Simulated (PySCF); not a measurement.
Phosphine oxide, H3OP.
Z-matrix (Å and degrees, GFN2-xTB geometry), rows numbered from 1:
```
O 
P   1  1.4527
H   2  1.3873  1  115.29
H   2  1.3872  1  115.25  3   120.00
H   2  1.3872  1  115.28  3  -120.03
```

Theory: TDDFT PBE0/def2-SVPD, vertical, gas phase, core orbitals frozen in the response in PySCF 2.14.0, density-fitted response routines.

```json
{"state": "S1", "E (eV)": "6.74", "ν̃ (cm⁻¹)": "54350", "f": "0.0094", "symmetry": "E", "main configurations (H = HOMO, L = LUMO)": "H-1/H→L (98%)"}
{"state": "S2", "E (eV)": "6.74", "ν̃ (cm⁻¹)": "54360", "f": "0.0094", "symmetry": "E", "main configurations (H = HOMO, L = LUMO)": "H-1/H→L (98%)"}
{"state": "S3", "E (eV)": "7.47", "ν̃ (cm⁻¹)": "60270", "f": "0.027", "symmetry": "E", "main configurations (H = HOMO, L = LUMO)": "H-1/H→L+1 (98%)"}
{"state": "S4", "E (eV)": "7.47", "ν̃ (cm⁻¹)": "60280", "f": "0.027", "symmetry": "E", "main configurations (H = HOMO, L = LUMO)": "H-1/H→L+1 (98%)"}
{"state": "S5", "E (eV)": "7.94", "ν̃ (cm⁻¹)": "64010", "f": "0.0000", "symmetry": "–", "main configurations (H = HOMO, L = LUMO)": "H-1/H→L+2 (50%), H-1/H→L+3 (49%)"}
{"state": "S6", "E (eV)": "8.19", "ν̃ (cm⁻¹)": "66080", "f": "0.023", "symmetry": "E", "main configurations (H = HOMO, L = LUMO)": "H-1/H→L+3 (49%), H-1/H→L+2 (48%)"}
{"state": "S7", "E (eV)": "8.19", "ν̃ (cm⁻¹)": "66080", "f": "0.023", "symmetry": "E", "main configurations (H = HOMO, L = LUMO)": "H-1/H→L+2 (49%), H-1/H→L+3 (48%)"}
{"state": "S8", "E (eV)": "8.52", "ν̃ (cm⁻¹)": "68710", "f": "0.029", "symmetry": "A1", "main configurations (H = HOMO, L = LUMO)": "H-1/H→L+3 (≥46%), H-1/H→L+2 (≥45%)"}
```

Triplets, Tamm–Dancoff:

```json
{"state": "T1", "E (eV)": "6.34", "λ (nm)": "195.5", "main configurations (H = HOMO, L = LUMO)": "H-1/H→L (≥95%)"}
{"state": "T2", "E (eV)": "6.34", "λ (nm)": "195.5", "main configurations (H = HOMO, L = LUMO)": "H-1/H→L (≥95%)"}
```

The lowest singlet level (S1/S2) comes at 184 nm (650 kJ/mol) in the vacuum ultraviolet; it is weak. The strongest level in the table is S3/S4 at 7.47 eV (166 nm, f = 0.054 summed). S1/S2, S3/S4 and S6/S7 lie within about 0.01 eV of each other in each set; the point group C3v has degenerate representations, and within a degenerate level the listed configurations can mix freely. Löwdin shares by element: HOMO (one of a set within 0.03 eV) oxygen 67%, phosphorus 20%, hydrogen 8% or more; LUMO phosphorus 43%, hydrogen 26% or more, oxygen 17%. Orbital energies (eV): HOMO-3 -12.85, HOMO-2 -11.06, HOMO-1 -8.39, HOMO -8.39, LUMO 0.14, LUMO+1 0.38, LUMO+2 1.35. Of the 8 states listed, 5 reach f = 0.01 and 1 stays under 0.0005. The listed states span 1.78 eV, and the widest gap between neighbours is 0.73 eV (S2 to S3). Symmetry labels in C3v follow from the direction of the transition dipole and are given only for states with f of 0.002 or more. Orbitals of the list HOMO-3 to LUMO+2 that lie within 0.01 eV of each other are written together with a slash and their weights summed (≥ marks a lower bound); for degenerate orbitals outside that list single weights are arbitrary. The window holds the lowest 8 singlets.
